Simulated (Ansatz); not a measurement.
# C2H3NO2: how energies converge with the basis set

One table from this session's results is given with a row withheld; the runs are named, their logs left out.

Method: one geometry, several basis sets; program: Ansatz 0.2.0, Gaussian basis.

Plan: PBE0-D4/def2-SVP; ωB97M-V/def2-SVP; PBE0-D4/def2-QZVPP; ωB97M-V/def2-QZVPP; the functionals' def2-TZVPP values are taken from earlier runs.

## The relaxed structure

An earlier PBE0-D4 in a triple-zeta def2 set relaxation fixed the geometry.

8 atoms, charge 0, spin multiplicity 1.

Atoms are counted from 1 here; the program's logs count them from 0.

Bond lengths: N1–C2 1.155 Å, C2–O3 1.281 Å, O3–C4 1.473 Å, C4–O5 1.355 Å, C4–H6 1.090 Å, C4–H7 1.095 Å, O5–H8 0.962 Å. Angles: N1–C2–O3 179.2°, C2–O3–C4 114.4°, O3–C4–O5 108.1°, O3–C4–H6 107.4°, O3–C4–H7 106.4°, O5–C4–H6 108.6°, O5–C4–H7 114.6°, H6–C4–H7 111.5°, C4–O5–H8 110.0°.

Set-up of the first run:

in.yaml

```yaml
crystal:
  periodic: [false, false, false]
  atoms:
    - {symbol: N, position_ang: [-1.542372, -0.012698, 2.297914]}
    - {symbol: C, position_ang: [-1.155694, 0.240559, 1.239295]}
    - {symbol: O, position_ang: [-0.734398, 0.537233, 0.066869]}
    - {symbol: C, position_ang: [0.351814, -0.326914, -0.425225]}
    - {symbol: O, position_ang: [0.820423, 0.204103, -1.580556]}
    - {symbol: H, position_ang: [-0.081415, -1.303237, -0.641472]}
    - {symbol: H, position_ang: [1.090221, -0.386200, 0.381109]}
    - {symbol: H, position_ang: [1.343421, 0.990054, -1.393736]}
basis:
  gaussian: {orbitals: def2-SVP}
hamiltonian: {xc: pbe0, dispersion: d4}
output: {orbitals: {seedname: orbitals}}
```

Started as:

```
$ ansatz run in.yaml --threads 2 --pin off --events-out ev --progress --plain --max-ram 4352MiB
```

Steps of the session up to this table: PBE0-D4 in def2-SVP; ωB97M-V in def2-SVP; PBE0-D4 in def2-QZVPP; ωB97M-V in def2-QZVPP.

One of the session's tables, all rows but one given; the rest of the session is left out.

It belongs to the step «Density functionals: the series». 

```
functional       basis  HOMO (eV)  LUMO (eV)
   PBE0-D4    def2-SVP      -8.45       0.98
   PBE0-D4  def2-TZVPP      -8.58       0.30
   PBE0-D4  def2-QZVPP          ?          ?
   ωB97M-V    def2-SVP     -10.75       2.66
   ωB97M-V  def2-TZVPP     -10.92       1.76
   ωB97M-V  def2-QZVPP     -10.96       1.13
```

**Question.** Estimate the row for PBE0-D4, def2-QZVPP.

The run gave: HOMO (eV): -8.62; LUMO (eV): -0.08. In the column «HOMO (eV)» it lies between ωB97M-V, def2-SVP (-10.75) and PBE0-D4, def2-TZVPP (-8.58).
